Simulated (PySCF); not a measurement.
H2N, SMILES [NH2] (connectivity only; charge and spin as stated), charge -1, multiplicity 1.

Geometry: r2SCAN-D4/def2-TZVPD. The spin state was assumed, not searched. The isomer is the one that the SMILES or the coordinates give; other isomers of the formula were not compared.

Level of theory: CAM-B3LYP/def2-TZVPD run with PySCF.

Symmetry labels are those of the subgroup C2v that the program uses (full group C2v).

List the valence orbital energies around the gap with their symmetry. (The exact figures need the calculation; the answer reports its results.)


```
orbital  symmetry  energy (eV)
-------  --------  -----------
HOMO−4         A1      -382.09
HOMO−3         A1       -15.24
HOMO−2         B2        -5.31
HOMO−1         A1        -1.56
HOMO           B1         0.49
LUMO           A1         6.48
LUMO+1         B2         8.66
LUMO+2         A1         9.85
LUMO+3         B1        10.46
```
